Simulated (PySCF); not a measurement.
# FH3NO−, a complex of two parts: interaction energy, part 2 of 3

PySCF 2.14.0. Atoms count from 0, parts from 1. Earlier steps stand in the parts before.

## Step 5: Coupled-cluster interaction energy: CCSD(T) and MP2, 1.48 Å

Job settings and geometry (Å):

```
{"job": {"kind": "intercc", "basis": "aug-cc-pVDZ", "basis_mid": "aug-cc-pVTZ", "basis_large": "aug-cc-pVQZ"}, "charge": -1, "multiplicity": 1, "parts": [{"atoms": "0-4", "charge": 0, "multiplicity": 1}, {"atoms": "5-5", "charge": -1, "multiplicity": 1}]}
O      0.465337    -0.690727    -0.355834
N      0.190917     0.236757     0.675963
H     -0.497779    -0.945614    -0.731618
H     -0.487237    -0.224939     1.285316
H     -0.364441     0.975633     0.239677
F     -1.907623    -1.179626    -1.118594
```

With the program's defaults for keys left out, this is: CCSD(T)/aug-cc-pVDZ and MP2/aug-cc-pVTZ, aug-cc-pVQZ counterpoise interaction energy, frozen core, gas phase.

Output:

```text
part 1, own basis, geometry of the cluster: E = -131.0246654013 (as before)

part 2, own basis, geometry of the cluster: E = -99.4507998838 (as before)

part 1, own basis, relaxed alone: E = -131.0392901138 (as before)

part 2, own basis, relaxed alone: E = -99.4507998838 (as before)

cluster
final grid: 5096 points
cycle   1  E = -230.5311026347  dE = -3.512e-02  |g| = 9.500e-02  |ddm| = 7.906e-01
cycle   2  E = -230.5352749726  dE = -4.172e-03  |g| = 5.024e-02  |ddm| = 1.925e-01
cycle   3  E = -230.5360888648  dE = -8.139e-04  |g| = 2.548e-02  |ddm| = 7.924e-02
cycle   4  E = -230.5364176669  dE = -3.288e-04  |g| = 5.516e-03  |ddm| = 6.458e-02
cycle   5  E = -230.5364365171  dE = -1.885e-05  |g| = 1.881e-03  |ddm| = 1.645e-02
cycle   6  E = -230.5364382454  dE = -1.728e-06  |g| = 6.911e-04  |ddm| = 4.990e-03
cycle   7  E = -230.5364384494  dE = -2.040e-07  |g| = 1.934e-04  |ddm| = 1.692e-03
cycle   8  E = -230.5364384742  dE = -2.484e-08  |g| = 7.401e-05  |ddm| = 6.468e-04
cycle   9  E = -230.5364384763  dE = -2.086e-09  |g| = 2.174e-05  |ddm| = 1.638e-04
cycle  10  E = -230.5364384766  dE = -3.000e-10  |g| = 6.937e-06  |ddm| = 7.110e-05
converged SCF energy = -230.5364384766

part 1 in the basis of the cluster
final grid: 5096 points
cycle   1  E = -131.0247210657  dE = -5.481e-05  |g| = 1.409e-03  |ddm| = 2.608e-01
cycle   2  E = -131.0247216395  dE = -5.738e-07  |g| = 1.605e-04  |ddm| = 2.774e-02
cycle   3  E = -131.0247216490  dE = -9.470e-09  |g| = 1.765e-05  |ddm| = 3.792e-03
cycle   4  E = -131.0247216491  dE = -7.270e-11  |g| = 1.077e-05  |ddm| = 1.514e-04
converged SCF energy = -131.0247216491

part 2 in the basis of the cluster
final grid: 5096 points
cycle   1  E = -99.4509165684  dE = -1.130e-04  |g| = 2.389e-03  |ddm| = 1.762e-01
cycle   2  E = -99.4509180606  dE = -1.492e-06  |g| = 3.005e-04  |ddm| = 2.881e-02
cycle   3  E = -99.4509181116  dE = -5.103e-08  |g| = 4.929e-05  |ddm| = 6.255e-03
cycle   4  E = -99.4509181134  dE = -1.719e-09  |g| = 2.947e-05  |ddm| = 7.752e-04
cycle   5  E = -99.4509181136  dE = -2.537e-10  |g| = 5.615e-06  |ddm| = 1.924e-04
converged SCF energy = -99.4509181136

Interaction energy (kcal/mol)
  counterpoise      -39.183
  uncorrected       -40.229
  dispersion part     0.000
  deformation         5.400
  binding           -33.782

Decomposition of the uncorrected value (kcal/mol)
  electrostatic     -47.092
  Pauli              34.222
  orbital           -25.388
  dispersion          0.000
  correlation        -1.971

Charge of each part in the cluster: -0.087 -0.913
part 1, own basis, geometry of the cluster: E = -131.0329739642 (as before)

part 2, own basis, geometry of the cluster: E = -99.4574528722 (as before)

part 1, own basis, relaxed alone: E = -131.0478255086 (as before)

part 2, own basis, relaxed alone: E = -99.4574528722 (as before)

cluster
final grid: 5096 points
cycle   1  E = -230.5459921969  dE = -3.547e-02  |g| = 9.572e-02  |ddm| = 8.201e-01
cycle   2  E = -230.5502097408  dE = -4.218e-03  |g| = 5.094e-02  |ddm| = 1.823e-01
cycle   3  E = -230.5510326485  dE = -8.229e-04  |g| = 2.577e-02  |ddm| = 7.594e-02
cycle   4  E = -230.5513674513  dE = -3.348e-04  |g| = 5.637e-03  |ddm| = 6.306e-02
cycle   5  E = -230.5513866736  dE = -1.922e-05  |g| = 1.910e-03  |ddm| = 1.548e-02
cycle   6  E = -230.5513884655  dE = -1.792e-06  |g| = 7.120e-04  |ddm| = 4.659e-03
cycle   7  E = -230.5513886793  dE = -2.137e-07  |g| = 1.984e-04  |ddm| = 1.771e-03
cycle   8  E = -230.5513887052  dE = -2.596e-08  |g| = 7.520e-05  |ddm| = 7.628e-04
cycle   9  E = -230.5513887074  dE = -2.167e-09  |g| = 2.242e-05  |ddm| = 1.801e-04
cycle  10  E = -230.5513887077  dE = -3.092e-10  |g| = 7.158e-06  |ddm| = 7.082e-05
converged SCF energy = -230.5513887077

part 1 in the basis of the cluster
final grid: 5096 points
cycle   1  E = -131.0329884543  dE = -1.358e-05  |g| = 6.289e-04  |ddm| = 2.343e-01
cycle   2  E = -131.0329885726  dE = -1.184e-07  |g| = 6.589e-05  |ddm| = 2.135e-02
cycle   3  E = -131.0329885744  dE = -1.779e-09  |g| = 4.075e-06  |ddm| = 2.525e-03
cycle   4  E = -131.0329885744  dE = -9.891e-12  |g| = 1.056e-06  |ddm| = 1.041e-04
converged SCF energy = -131.0329885744

part 2 in the basis of the cluster
final grid: 5096 points
cycle   1  E = -99.4574959024  dE = -3.891e-05  |g| = 1.266e-03  |ddm| = 1.659e-01
cycle   2  E = -99.4574963643  dE = -4.619e-07  |g| = 1.529e-04  |ddm| = 2.322e-02
cycle   3  E = -99.4574963832  dE = -1.891e-08  |g| = 4.250e-05  |ddm| = 4.747e-03
cycle   4  E = -99.4574963840  dE = -8.589e-10  |g| = 1.976e-05  |ddm| = 5.603e-04
converged SCF energy = -99.4574963840

Interaction energy (kcal/mol)
  counterpoise      -39.638
  uncorrected       -40.321
  dispersion part     0.000
  deformation         5.672
  binding           -33.967

Decomposition of the uncorrected value (kcal/mol)
  electrostatic     -46.867
  Pauli              34.259
  orbital           -25.643
  dispersion          0.000
  correlation        -2.070

Charge of each part in the cluster: -0.087 -0.913
part 1 in the basis of the cluster: E(HF) = -130.993571151  E2 = -0.397841619  E(CCSD corr) = -0.415280500  (T) = -0.012676466
part 2 in the basis of the cluster: E(HF) = -99.428512294  E2 = -0.239283641  E(CCSD corr) = -0.235985027  (T) = -0.006394373
cluster: E(HF) = -230.482237802  E2 = -0.637239726  E(CCSD corr) = -0.650777377  (T) = -0.019481821

Counterpoise interaction energy (kcal/mol)
  hf_small                 -37.747
  mp2_small                -37.819
  ccsd_small               -37.441
  ccsdt_small              -37.699
  hf_large                 -38.218
  mp2_large                -39.638
  hf_middle                -38.152
  mp2_middle               -39.183
  scs_mp2_large            -38.364
  mp2_limit                -39.923
  ccsdt_less_mp2             0.120
  ccsdt_limit_estimate     -39.803
  bsse_mp2_large             0.683
```

Wall time 2.4 min (1 thread of Arm Neoverse N1, shared host); peak memory 1.1 GiB.

Contacts at this geometry (a selection, picked against the atoms' radii; other short pairs can be missing):

```csv
atoms,distance (Å),kind (by distance and angle),angle (°)
H2···F5,1.48,hydrogen bond,172
```

Differences are taken before rounding.

```csv
method,interaction energy (kcal/mol),"from CCSD(T), limit estimate (kcal/mol)"
HF/aug-cc-pVDZ,-37.75,+2.06
MP2/aug-cc-pVDZ,-37.82,+1.98
CCSD/aug-cc-pVDZ,-37.44,+2.36
CCSD(T)/aug-cc-pVDZ,-37.70,+2.10
HF/aug-cc-pVQZ,-38.22,+1.58
MP2/aug-cc-pVQZ,-39.64,+0.16
SCS-MP2/aug-cc-pVQZ,-38.36,+1.44
"MP2, extrapolated",-39.92,-0.12
"CCSD(T), limit estimate",-39.80,0
```

These energies keep the parts at their geometry in the cluster; deforming them to it costs 5.67 kcal/mol (MP2).

## Step 6: Coupled-cluster interaction energy: CCSD(T) and MP2, 1.28 Å

Settings changed since step 5:

```diff
@@ -6,2 +6,2 @@
 H     -0.364441     0.975633     0.239677
-F     -1.907623    -1.179626    -1.118594
+F     -1.715371    -1.147715    -1.065824
```

With the program's defaults for keys left out, this is: CCSD(T)/aug-cc-pVDZ and MP2/aug-cc-pVTZ, aug-cc-pVQZ counterpoise interaction energy, frozen core, gas phase.

Output:

```text
part 1, own basis, geometry of the cluster: E = -131.0246654013 (as before)

part 2, own basis, geometry of the cluster: E = -99.4507998838 (as before)

part 1, own basis, relaxed alone: E = -131.0392901138 (as before)

part 2, own basis, relaxed alone: E = -99.4507998838 (as before)

cluster
final grid: 5096 points
cycle   1  E = -230.5285058696  dE = -5.997e-02  |g| = 1.255e-01  |ddm| = 1.178e+00
cycle   2  E = -230.5354320681  dE = -6.926e-03  |g| = 6.530e-02  |ddm| = 2.660e-01
cycle   3  E = -230.5367498835  dE = -1.318e-03  |g| = 3.273e-02  |ddm| = 1.077e-01
cycle   4  E = -230.5372424172  dE = -4.925e-04  |g| = 6.233e-03  |ddm| = 8.277e-02
cycle   5  E = -230.5372673770  dE = -2.496e-05  |g| = 2.059e-03  |ddm| = 2.094e-02
cycle   6  E = -230.5372692684  dE = -1.891e-06  |g| = 8.695e-04  |ddm| = 4.982e-03
cycle   7  E = -230.5372695709  dE = -3.025e-07  |g| = 2.261e-04  |ddm| = 2.046e-03
cycle   8  E = -230.5372696091  dE = -3.813e-08  |g| = 6.247e-05  |ddm| = 8.064e-04
cycle   9  E = -230.5372696115  dE = -2.423e-09  |g| = 2.466e-05  |ddm| = 2.106e-04
cycle  10  E = -230.5372696118  dE = -3.122e-10  |g| = 9.568e-06  |ddm| = 6.471e-05
converged SCF energy = -230.5372696118

part 1 in the basis of the cluster
final grid: 5096 points
cycle   1  E = -131.0247348117  dE = -6.809e-05  |g| = 1.626e-03  |ddm| = 3.507e-01
cycle   2  E = -131.0247355200  dE = -7.082e-07  |g| = 1.842e-04  |ddm| = 3.643e-02
cycle   3  E = -131.0247355316  dE = -1.159e-08  |g| = 2.051e-05  |ddm| = 4.829e-03
cycle   4  E = -131.0247355316  dE = -9.447e-11  |g| = 1.237e-05  |ddm| = 1.751e-04
converged SCF energy = -131.0247355316

part 2 in the basis of the cluster
final grid: 5096 points
cycle   1  E = -99.4509479828  dE = -1.440e-04  |g| = 2.657e-03  |ddm| = 2.553e-01
cycle   2  E = -99.4509498083  dE = -1.826e-06  |g| = 3.329e-04  |ddm| = 3.624e-02
cycle   3  E = -99.4509498648  dE = -5.654e-08  |g| = 4.261e-05  |ddm| = 7.247e-03
cycle   4  E = -99.4509498667  dE = -1.870e-09  |g| = 2.125e-05  |ddm| = 8.374e-04
cycle   5  E = -99.4509498669  dE = -1.655e-10  |g| = 7.857e-06  |ddm| = 1.157e-04
converged SCF energy = -99.4509498669

Interaction energy (kcal/mol)
  counterpoise      -39.278
  uncorrected       -40.760
  dispersion part     0.000
  deformation         5.400
  binding           -33.877

Decomposition of the uncorrected value (kcal/mol)
  electrostatic     -63.520
  Pauli              67.873
  orbital           -43.132
  dispersion          0.000
  correlation        -1.981

Charge of each part in the cluster: -0.123 -0.877
part 1, own basis, geometry of the cluster: E = -131.0329739642 (as before)

part 2, own basis, geometry of the cluster: E = -99.4574528722 (as before)

part 1, own basis, relaxed alone: E = -131.0478255086 (as before)

part 2, own basis, relaxed alone: E = -99.4574528722 (as before)

cluster
final grid: 5096 points
cycle   1  E = -230.5433605433  dE = -6.007e-02  |g| = 1.261e-01  |ddm| = 1.217e+00
cycle   2  E = -230.5503361237  dE = -6.976e-03  |g| = 6.621e-02  |ddm| = 2.429e-01
cycle   3  E = -230.5516651907  dE = -1.329e-03  |g| = 3.304e-02  |ddm| = 1.006e-01
cycle   4  E = -230.5521679238  dE = -5.027e-04  |g| = 6.331e-03  |ddm| = 7.971e-02
cycle   5  E = -230.5521930217  dE = -2.510e-05  |g| = 2.101e-03  |ddm| = 1.902e-02
cycle   6  E = -230.5521950252  dE = -2.003e-06  |g| = 8.982e-04  |ddm| = 4.821e-03
cycle   7  E = -230.5521953404  dE = -3.151e-07  |g| = 2.323e-04  |ddm| = 2.110e-03
cycle   8  E = -230.5521953803  dE = -3.989e-08  |g| = 6.439e-05  |ddm| = 9.457e-04
cycle   9  E = -230.5521953828  dE = -2.559e-09  |g| = 2.495e-05  |ddm| = 2.218e-04
cycle  10  E = -230.5521953831  dE = -3.204e-10  |g| = 9.839e-06  |ddm| = 6.643e-05
converged SCF energy = -230.5521953831

part 1 in the basis of the cluster
final grid: 5096 points
cycle   1  E = -131.0329921300  dE = -1.703e-05  |g| = 7.102e-04  |ddm| = 3.087e-01
cycle   2  E = -131.0329922683  dE = -1.383e-07  |g| = 7.261e-05  |ddm| = 2.836e-02
cycle   3  E = -131.0329922703  dE = -2.082e-09  |g| = 4.704e-06  |ddm| = 3.369e-03
cycle   4  E = -131.0329922703  dE = -1.361e-11  |g| = 8.764e-07  |ddm| = 1.489e-04
converged SCF energy = -131.0329922703

part 2 in the basis of the cluster
final grid: 5096 points
cycle   1  E = -99.4575031987  dE = -4.585e-05  |g| = 1.355e-03  |ddm| = 2.492e-01
cycle   2  E = -99.4575037253  dE = -5.266e-07  |g| = 1.648e-04  |ddm| = 3.018e-02
cycle   3  E = -99.4575037461  dE = -2.080e-08  |g| = 4.465e-05  |ddm| = 5.783e-03
cycle   4  E = -99.4575037470  dE = -9.141e-10  |g| = 2.097e-05  |ddm| = 6.177e-04
converged SCF energy = -99.4575037470

Interaction energy (kcal/mol)
  counterpoise      -39.912
  uncorrected       -40.876
  dispersion part     0.000
  deformation         5.672
  binding           -34.240

Decomposition of the uncorrected value (kcal/mol)
  electrostatic     -63.436
  Pauli              67.921
  orbital           -43.241
  dispersion          0.000
  correlation        -2.120

Charge of each part in the cluster: -0.123 -0.877
part 1 in the basis of the cluster: E(HF) = -130.993600072  E2 = -0.398087570  E(CCSD corr) = -0.415508862  (T) = -0.012699450
part 2 in the basis of the cluster: E(HF) = -99.428545314  E2 = -0.239907527  E(CCSD corr) = -0.236595280  (T) = -0.006479268
cluster: E(HF) = -230.482159932  E2 = -0.636808096  E(CCSD corr) = -0.650414781  (T) = -0.019410162

Counterpoise interaction energy (kcal/mol)
  hf_small                 -37.660
  mp2_small                -36.915
  ccsd_small               -36.600
  ccsdt_small              -36.745
  hf_large                 -38.717
  mp2_large                -39.912
  hf_middle                -38.645
  mp2_middle               -39.278
  scs_mp2_large            -38.278
  mp2_limit                -40.323
  ccsdt_less_mp2             0.170
  ccsdt_limit_estimate     -40.153
  bsse_mp2_large             0.964
```

Run time: 2.3 min. Hardware: 1 thread of Arm Neoverse N1, shared host; peak memory 1.1 GiB.

Contacts at this geometry (a selection, picked against the atoms' radii; other short pairs can be missing):

```csv
atoms,distance (Å),kind (by distance and angle),angle (°)
H2···F5,1.28,hydrogen bond,172
```

Differences are taken before rounding.

```csv
method,interaction energy (kcal/mol),"from CCSD(T), limit estimate (kcal/mol)"
HF/aug-cc-pVDZ,-37.66,+2.49
MP2/aug-cc-pVDZ,-36.91,+3.24
CCSD/aug-cc-pVDZ,-36.60,+3.55
CCSD(T)/aug-cc-pVDZ,-36.74,+3.41
HF/aug-cc-pVQZ,-38.72,+1.44
MP2/aug-cc-pVQZ,-39.91,+0.24
SCS-MP2/aug-cc-pVQZ,-38.28,+1.88
"MP2, extrapolated",-40.32,-0.17
"CCSD(T), limit estimate",-40.15,0
```

These energies keep the parts at their geometry in the cluster; deforming them to it costs 5.67 kcal/mol (MP2).

## Step 7: Coupled-cluster interaction energy: CCSD(T) and MP2, 1.68 Å

Settings changed since step 6:

```diff
@@ -6,2 +6,2 @@
 H     -0.364441     0.975633     0.239677
-F     -1.715371    -1.147715    -1.065824
+F     -2.099874    -1.211536    -1.171363
```

With the program's defaults for keys left out, this is: CCSD(T)/aug-cc-pVDZ and MP2/aug-cc-pVTZ, aug-cc-pVQZ counterpoise interaction energy, frozen core, gas phase.

Output:

```text
part 1, own basis, geometry of the cluster: E = -131.0246654013 (as before)

part 2, own basis, geometry of the cluster: E = -99.4507998838 (as before)

part 1, own basis, relaxed alone: E = -131.0392901138 (as before)

part 2, own basis, relaxed alone: E = -99.4507998838 (as before)

cluster
final grid: 5096 points
cycle   1  E = -230.5274812527  dE = -2.192e-02  |g| = 7.378e-02  |ddm| = 5.714e-01
cycle   2  E = -230.5300854975  dE = -2.604e-03  |g| = 3.812e-02  |ddm| = 1.466e-01
cycle   3  E = -230.5305942847  dE = -5.088e-04  |g| = 1.970e-02  |ddm| = 6.147e-02
cycle   4  E = -230.5308005321  dE = -2.062e-04  |g| = 4.950e-03  |ddm| = 4.959e-02
cycle   5  E = -230.5308144456  dE = -1.391e-05  |g| = 1.702e-03  |ddm| = 1.324e-02
cycle   6  E = -230.5308158790  dE = -1.433e-06  |g| = 5.502e-04  |ddm| = 4.617e-03
cycle   7  E = -230.5308160317  dE = -1.527e-07  |g| = 1.439e-04  |ddm| = 1.530e-03
cycle   8  E = -230.5308160474  dE = -1.569e-08  |g| = 4.954e-05  |ddm| = 5.409e-04
cycle   9  E = -230.5308160483  dE = -9.343e-10  |g| = 1.836e-05  |ddm| = 1.080e-04
converged SCF energy = -230.5308160483

part 1 in the basis of the cluster
final grid: 5096 points
cycle   1  E = -131.0247078184  dE = -4.192e-05  |g| = 1.208e-03  |ddm| = 2.033e-01
cycle   2  E = -131.0247082725  dE = -4.541e-07  |g| = 1.395e-04  |ddm| = 2.247e-02
cycle   3  E = -131.0247082802  dE = -7.774e-09  |g| = 1.459e-05  |ddm| = 3.191e-03
cycle   4  E = -131.0247082803  dE = -5.807e-11  |g| = 9.165e-06  |ddm| = 1.391e-04
converged SCF energy = -131.0247082803

part 2 in the basis of the cluster
final grid: 5096 points
cycle   1  E = -99.4508913069  dE = -8.806e-05  |g| = 1.965e-03  |ddm| = 1.585e-01
cycle   2  E = -99.4508925301  dE = -1.223e-06  |g| = 2.675e-04  |ddm| = 2.322e-02
cycle   3  E = -99.4508925774  dE = -4.735e-08  |g| = 5.633e-05  |ddm| = 5.138e-03
cycle   4  E = -99.4508925791  dE = -1.646e-09  |g| = 3.137e-05  |ddm| = 6.358e-04
cycle   5  E = -99.4508925794  dE = -3.237e-10  |g| = 4.714e-06  |ddm| = 2.425e-04
converged SCF energy = -99.4508925794

Interaction energy (kcal/mol)
  counterpoise      -35.611
  uncorrected       -36.404
  dispersion part     0.000
  deformation         5.400
  binding           -30.210

Decomposition of the uncorrected value (kcal/mol)
  electrostatic     -36.210
  Pauli              17.329
  orbital           -15.850
  dispersion          0.000
  correlation        -1.673

Charge of each part in the cluster: -0.061 -0.939
part 1, own basis, geometry of the cluster: E = -131.0329739642 (as before)

part 2, own basis, geometry of the cluster: E = -99.4574528722 (as before)

part 1, own basis, relaxed alone: E = -131.0478255086 (as before)

part 2, own basis, relaxed alone: E = -99.4574528722 (as before)

cluster
final grid: 5096 points
cycle   1  E = -230.5424268178  dE = -2.217e-02  |g| = 7.448e-02  |ddm| = 5.859e-01
cycle   2  E = -230.5450630652  dE = -2.636e-03  |g| = 3.863e-02  |ddm| = 1.416e-01
cycle   3  E = -230.5455779480  dE = -5.149e-04  |g| = 1.995e-02  |ddm| = 5.930e-02
cycle   4  E = -230.5457872115  dE = -2.093e-04  |g| = 5.069e-03  |ddm| = 4.851e-02
cycle   5  E = -230.5458015065  dE = -1.430e-05  |g| = 1.725e-03  |ddm| = 1.283e-02
cycle   6  E = -230.5458029803  dE = -1.474e-06  |g| = 5.696e-04  |ddm| = 4.336e-03
cycle   7  E = -230.5458031413  dE = -1.609e-07  |g| = 1.488e-04  |ddm| = 1.631e-03
cycle   8  E = -230.5458031578  dE = -1.656e-08  |g| = 5.037e-05  |ddm| = 6.540e-04
cycle   9  E = -230.5458031588  dE = -9.813e-10  |g| = 1.908e-05  |ddm| = 1.167e-04
converged SCF energy = -230.5458031588

part 1 in the basis of the cluster
final grid: 5096 points
cycle   1  E = -131.0329856970  dE = -1.104e-05  |g| = 5.626e-04  |ddm| = 1.809e-01
cycle   2  E = -131.0329857969  dE = -9.994e-08  |g| = 5.957e-05  |ddm| = 1.636e-02
cycle   3  E = -131.0329857984  dE = -1.510e-09  |g| = 3.552e-06  |ddm| = 1.920e-03
cycle   4  E = -131.0329857985  dE = -8.470e-12  |g| = 8.600e-07  |ddm| = 7.982e-05
converged SCF energy = -131.0329857985

part 2 in the basis of the cluster
final grid: 5096 points
cycle   1  E = -99.4574857528  dE = -2.911e-05  |g| = 1.074e-03  |ddm| = 1.407e-01
cycle   2  E = -99.4574861558  dE = -4.030e-07  |g| = 1.445e-04  |ddm| = 2.046e-02
cycle   3  E = -99.4574861736  dE = -1.779e-08  |g| = 4.232e-05  |ddm| = 4.240e-03
cycle   4  E = -99.4574861744  dE = -7.640e-10  |g| = 1.761e-05  |ddm| = 4.496e-04
converged SCF energy = -99.4574861744

Interaction energy (kcal/mol)
  counterpoise      -35.960
  uncorrected       -36.456
  dispersion part     0.000
  deformation         5.672
  binding           -30.288

Decomposition of the uncorrected value (kcal/mol)
  electrostatic     -36.035
  Pauli              17.322
  orbital           -16.033
  dispersion          0.000
  correlation        -1.710

Charge of each part in the cluster: -0.061 -0.939
part 1 in the basis of the cluster: E(HF) = -130.993553950  E2 = -0.397689587  E(CCSD corr) = -0.415141641  (T) = -0.012657339
part 2 in the basis of the cluster: E(HF) = -99.428475937  E2 = -0.238804551  E(CCSD corr) = -0.235528075  (T) = -0.006313402
cluster: E(HF) = -230.477049542  E2 = -0.636932620  E(CCSD corr) = -0.650547801  (T) = -0.019403569

Counterpoise interaction energy (kcal/mol)
  hf_small                 -34.525
  mp2_small                -34.800
  ccsd_small               -34.449
  ccsdt_small              -34.721
  hf_large                 -34.721
  mp2_large                -35.960
  hf_middle                -34.648
  mp2_middle               -35.611
  scs_mp2_large            -34.992
  mp2_limit                -36.161
  ccsdt_less_mp2             0.080
  ccsdt_limit_estimate     -36.081
  bsse_mp2_large             0.496
```

Wall time 2.3 min (1 thread of Arm Neoverse N1, shared host); peak memory 1.1 GiB.

Contacts at this geometry (a selection, picked against the atoms' radii; other short pairs can be missing):

```csv
atoms,distance (Å),kind (by distance and angle),angle (°)
H2···F5,1.68,hydrogen bond,172
```

Differences are taken before rounding.

```csv
method,interaction energy (kcal/mol),"from CCSD(T), limit estimate (kcal/mol)"
HF/aug-cc-pVDZ,-34.53,+1.56
MP2/aug-cc-pVDZ,-34.80,+1.28
CCSD/aug-cc-pVDZ,-34.45,+1.63
CCSD(T)/aug-cc-pVDZ,-34.72,+1.36
HF/aug-cc-pVQZ,-34.72,+1.36
MP2/aug-cc-pVQZ,-35.96,+0.12
SCS-MP2/aug-cc-pVQZ,-34.99,+1.09
"MP2, extrapolated",-36.16,-0.08
"CCSD(T), limit estimate",-36.08,0
```

These energies keep the parts at their geometry in the cluster; deforming them to it costs 5.67 kcal/mol (MP2).

(Part 2 of 3 ends here.)
